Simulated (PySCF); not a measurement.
# Stretching SiH⁺

Set-up: PySCF, spin-free X2C with a Gaussian nucleus, basis sets Si jorge-DZP-DKH, H jorge-DZP-DKH. Energies in eV from Si⁺ + H in their ground configurations at the same level. State: ¹Σ⁺ (singlet), closed shell.

All columns are PBE0. A positive dipole points towards H; it is taken about the centre of mass and depends on that origin.

```
R (Å)  E (eV)  μ (D)  Mulliken charge on Si (basis-dependent)  HOMO (eV)  LUMO (eV)  Mayer bond order  ⟨S²⟩
1.318  -2.653   0.77                                     1.01     -15.54     -10.54              0.93  0.00
1.380  -2.918   0.69                                     0.98     -15.51     -10.53              0.94  0.00
1.441  -3.072   0.61                                     0.97     -15.46     -10.53              0.95  0.00
1.487  -3.130   0.55                                     0.96     -15.42     -10.53              0.95  0.00
1.533  -3.148   0.49                                     0.95     -15.37     -10.53              0.96  0.00
1.579  -3.131   0.43                                     0.94     -15.31     -10.53              0.96  0.00
1.640  -3.067   0.36                                     0.94     -15.22     -10.54              0.96  0.00
1.717  -2.934   0.27                                     0.94     -15.10     -10.55              0.97  0.00
1.809  -2.721   0.18                                     0.93     -14.93     -10.56              0.97  0.00
1.932  -2.380   0.07                                     0.93     -14.68     -10.58              0.98  0.00
```

A fit through these points gives, at Re = 1.532 Å, μ = 0.49 D and dμ/dR = -1.29 D/Å; the reduced mass is 0.9728 u.

**Question.** How strong is the fundamental in the double-harmonic approximation, I = 42.26·(dμ/dR)²/μred km/mol?

**Answer.** I = 42.26·(-1.29)²/0.9728 = 72.3 km/mol at PBE0.

For an ion De counts to the pair picked by the measured ionisation energies or electron affinities, which need not be the lowest pair at this level.
